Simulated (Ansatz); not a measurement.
**Borazine (B3N3H6): up Jacob's ladder to CCSD(T)**

The task here is to estimate one member of a computed series from the others.

The runs use Ansatz 0.2.0, Gaussian basis; functionals in def2-TZVPP, the program's frozen cores in correlated methods.

The runs, in order: LDA (SPW92), PBE-D4, revPBE-D4, BLYP-D4, r2SCAN-D4, B97M-V, PBE0-D4, B3LYP-D4, r2SCANh-D4, r2SCAN0-D4, HSE06-D4, BHLYP-D4, CAM-B3LYP-D4, LC-ωPBE, ωB97X-V, ωB97M-V, B2PLYP, PBE-QIDH; CCSD(T)/def2-SVP; CCSD(T)/def2-TZVPP; MP2/def2-QZVPP; extrapolation to the limit; RPA on PBE.

**Structure used throughout**

An earlier PBE0-D4 in a triple-zeta def2 set relaxation fixed the geometry.

SMILES `B1NBNBN1`, 12 atoms, charge 0, spin multiplicity 1.

Atoms are counted from 1 here; the program's logs count them from 0.

Bond lengths: B1–N2 1.425 Å, B1–N6 1.425 Å, B1–H7 1.197 Å, N2–B3 1.425 Å, N2–H8 1.006 Å, B3–N4 1.425 Å, B3–H9 1.197 Å, N4–B5 1.425 Å, N4–H10 1.006 Å, B5–N6 1.425 Å, B5–H11 1.197 Å, N6–H12 1.006 Å. Angles: N2–B1–N6 117.1°, N2–B1–H7 121.4°, N6–B1–H7 121.4°, B1–N2–B3 122.9°, B1–N2–H8 118.6°, B3–N2–H8 118.6°, N2–B3–N4 117.1°, N2–B3–H9 121.4°, N4–B3–H9 121.4°, B3–N4–B5 122.9°, B3–N4–H10 118.6°, B5–N4–H10 118.6°, N4–B5–N6 117.1°, N4–B5–H11 121.4°, N6–B5–H11 121.4°, B1–N6–B5 122.9°, B1–N6–H12 118.6°, B5–N6–H12 118.6°.

The first run:

Contents of in.yaml:

```yaml
crystal:
  periodic: [false, false, false]
  atoms:
    - {symbol: B, position_ang: [-0.725589, -1.223232, 0.253643]}
    - {symbol: N, position_ang: [0.524172, -0.956613, 0.883313]}
    - {symbol: B, position_ang: [1.265111, 0.238618, 0.655503]}
    - {symbol: N, position_ang: [0.704958, 1.188451, -0.246434]}
    - {symbol: B, position_ang: [-0.539519, 0.984618, -0.909151]}
    - {symbol: N, position_ang: [-1.229157, -0.231814, -0.636832]}
    - {symbol: H, position_ang: [-1.326893, -2.236959, 0.463839]}
    - {symbol: H, position_ang: [0.899845, -1.642237, 1.516363]}
    - {symbol: H, position_ang: [2.313564, 0.436334, 1.198685]}
    - {symbol: H, position_ang: [1.210211, 2.040203, -0.423075]}
    - {symbol: H, position_ang: [-0.986623, 1.800589, -1.662597]}
    - {symbol: H, position_ang: [-2.110080, -0.397958, -1.093267]}
basis:
  gaussian: {orbitals: def2-TZVPP}
hamiltonian: {xc: lda}
output: {orbitals: {seedname: orbitals}}
```

Run with:

```
> ansatz run in.yaml --threads 2 --pin off --events-out ev --progress --plain --max-ram 32768MiB --backend cpu
```

Among the steps run: LDA; PBE-D4 (GGA); revPBE-D4 (GGA); BLYP-D4 (GGA); r2SCAN-D4 (meta-GGA); B97M-V (meta-GGA); B3LYP-D4 (hybrid); r2SCANh-D4 (hybrid); r2SCAN0-D4 (hybrid); HSE06-D4 (hybrid); BHLYP-D4 (hybrid); CAM-B3LYP-D4 (range-separated); LC-ωPBE (range-separated); ωB97X-V (range-separated); ωB97M-V (range-separated); B2PLYP (double hybrid); PBE-QIDH (double hybrid).

One of the session's tables, all rows but one given; the rest of the session is left out.

It belongs to the step «Orbital energies across the functionals». 

| functional | HOMO (eV) | gap (eV) |
| --- | --- | --- |
| LDA (SPW92) | -7.12 | 6.21 |
| PBE-D4 | -6.91 | 6.27 |
| revPBE-D4 | ? | ? |
| BLYP-D4 | -6.74 | 6.25 |
| r2SCAN-D4 | -7.14 | 6.89 |
| B97M-V | -7.20 | 6.91 |
| PBE0-D4 | -8.15 | 8.50 |
| B3LYP-D4 | -7.90 | 8.03 |
| r2SCANh-D4 | -7.61 | 7.70 |
| r2SCAN0-D4 | -8.33 | 8.91 |
| HSE06-D4 | -7.75 | 7.72 |
| BHLYP-D4 | -9.28 | 10.66 |
| CAM-B3LYP-D4 | -9.51 | 10.92 |
| LC-ωPBE | -10.92 | 13.47 |
| ωB97X-V | -10.53 | 13.00 |
| ωB97M-V | -10.46 | 12.44 |

Q: Estimate the row for revPBE-D4 from the others.

The run gave: HOMO (eV): -6.84; gap (eV): 6.30. In the column «HOMO (eV)» it lies between PBE-D4 (-6.91) and BLYP-D4 (-6.74).
